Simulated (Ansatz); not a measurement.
# Heat of formation of C2H3O (acetyl radical) from total energies

C2H3O: 6 atoms, total charge 0, spin state doublet. SMILES: `C[C]=O`. Geometry: relaxed at PBE0-D4/def2-TZVP.

Total energies at UPBE/def2-TZVP (Ansatz 0.2.0); the atoms run unrestricted:

| species | state | energy (Eh) |
| --- | --- | --- |
| C2H3O | doublet | -153.061296 |
| C | triplet | -37.795970 |
| O | triplet | -75.009671 |
| H | doublet | -0.499616 |

Harmonic wavenumbers at UPBE0-D4/def2-TZVP, in cm⁻¹: 115, 471, 882, 947, 1055, 1348, 1444, 1447, 1963, 3041, 3140, 3146.

Measured heats of formation of the gaseous atoms at 298.15 K, in kJ/mol: C 716.9, O 249.2, H 218.0. Spin-orbit lowering of the atoms at 298 K (mean of the ground term's levels less their thermal mean, from spectra), in kJ/mol: C 0.02, O 0.40. Take 1 Eh = 2625.50 kJ/mol, 1 cm⁻¹ = 0.0119627 kJ/mol, RT = 2.479 kJ/mol.

Task: Work out the heat of formation of the gas at 298 K.

Result: 
1. Electronic atomisation energy: 2 × (-37.795970) + (-75.009671) + 3 × (-0.499616) − (-153.061296) = 0.960837 Eh = 2522.7 kJ/mol.
2. Zero-point energy: half the sum of the wavenumbers, 9499.5 cm⁻¹ = 113.6 kJ/mol.
3. Thermal vibrational enthalpy, Σ hcν̃/(exp(hcν̃/kT) − 1): 2.9 kJ/mol. Translation, rotation and pV of a non-linear molecule: 4 RT = 9.9 kJ/mol.
4. The 6 free atoms carry 5/2 RT each: 37.2 kJ/mol.
5. Spin-orbit coupling lowers the free atoms by 2 × 0.02 + 0.40 = 0.4 kJ/mol.
6. Atomisation enthalpy at 298 K: 2522.7 − 0.4 − 113.6 − 2.9 − 9.9 + 37.2 = 2433.1 kJ/mol.
7. Sum of the atoms' heats of formation: 2337.0 kJ/mol. Heat of formation: 2337.0 − 2433.1 = -96.1 kJ/mol.

The tabulated value is -9.7 kJ/mol (Active Thermochemical Tables), so this level is off by -86.4 kJ/mol, or 3.7 % of the atomisation enthalpy. Gradient-corrected functionals often overbind somewhat. Anharmonicity and any spin-orbit splitting of the molecule are left out.
